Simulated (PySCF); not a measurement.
Coordinates in bohr (charge 0 multiplicity 1):
```
B     0.0000    0.0000    2.1464
S     0.0000    0.0000   -0.8764
H     0.0000    0.0000    4.3571
```

Method: PySCF, B3LYP, basis B def2-TZVP, S def2-TZVP, H def2-TZVP (no relativity, density fitting).

This geometry of HBS is a stationary point at this level.

Question: What is the point group?

Answer: C∞v.

Question: Is it a minimum?

Answer: Yes: all harmonic wavenumbers are real.

Question: Give the atomic charges and bond orders.

Answer: 
| atom | Mulliken | Löwdin | polar tensor | Mayer order to B1 |
| --- | --- | --- | --- | --- |
| B1 | 0.03 | -0.64 | 0.36 | – |
| S2 | -0.11 | 0.60 | -0.35 | 2.54 |
| H3 | 0.09 | 0.04 | -0.01 | 0.97 |

Question: What is the atomisation energy, with and without zero-point energy?

Answer: 1038 kJ/mol without, 1005 kJ/mol with.

Only a few start shapes were tried, so a lower isomer may exist.
